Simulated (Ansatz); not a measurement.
```xyz
2

Li    0.109   -0.517   -0.653
O    -0.109    0.517    0.653
```

Total charge 0; spin multiplicity 2.

Q: List the PBE/def2-TZVPP orbital energies in eV (Ansatz 0.2.0). (An estimate is asked.)

A: The calculation gave: α occupied: -508.30, -50.63, -20.10, -6.58, -5.13, -4.85. α empty: -1.63, 0.51, 0.63, 1.60, 2.86, 7.65, 7.65, 7.85. β occupied: -507.70, -50.64, -18.44, -4.55, -4.27. β empty: -3.48, -1.61, 0.62, 0.92, 1.74, 2.94, 7.70, 7.75. ⟨S²⟩ = 0.753.
